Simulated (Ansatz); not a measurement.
Results of r²SCAN (plane waves, PAW; Ansatz, a program for electronic structure) for fcc Ca.

A relaxed, unreconstructed slab of the (211) face has 12 atoms, two equal faces of 37.969 Å² each and an energy of -21857.4201 eV. A bulk cell of 6 atoms with the same orientation and in-plane k mesh has -10930.0493 eV. Energies are extrapolated to zero smearing.

Settings: plane-wave cutoff 500 eV, 6×14×1 k mesh (along the axes of the cell as run), Fermi–Dirac smearing 0.1 eV, scalar-relativistic PAW data made under PBE.

Worked out: γ = (E_slab − N E_bulk per atom)/2A = [-21857.4201 − 12 × (-10930.0493/6)]/(2 × 37.969) = 0.0353 eV/Å². With 16.022 J/m² per eV/Å² this is 0.57 J/m², or 1.34 eV per surface cell and face.
